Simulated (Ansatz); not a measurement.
System: rock-salt SnTe (cubic form, which distorts at low temperature). Method: PBE-D3(BJ) in Ansatz (plane waves, PAW).

Numerical settings: plane-wave cutoff 500 eV, 12×12×12 k mesh, Fermi–Dirac smearing 0.05 eV, scalar-relativistic PAW data made under PBE.

Cell (relaxed at this level):

```
SnTe
1.0
    0.00000     3.15455     3.15455
    3.15455     0.00000     3.15455
    3.15455     3.15455     0.00000
Sn Te
1 1
Direct
  0.00000   0.00000   0.00000
  0.50000   0.50000   0.50000
```

**Question.** Give the computed band gap.

**Answer.** 
- band gap = 0.08 eV (under three smearing widths, so not firm)

Measured, for comparison: band gap 0.3 eV (4 K, zero-point motion not removed, bulk gap, ARPES or transport; rounded; as tabulated in Ando (2013), arXiv:1304.5693).

Note: a distance lies near a switch of the dispersion term, which can move the cell; symmetry holds this phase in the static calculation, where it need not be a minimum.

Spin–orbit coupling is not included; with these elements it can move the gap by several tenths of an eV or more.

Static lattice: no zero-point or thermal effects.

Ansatz is a program for electronic structure.
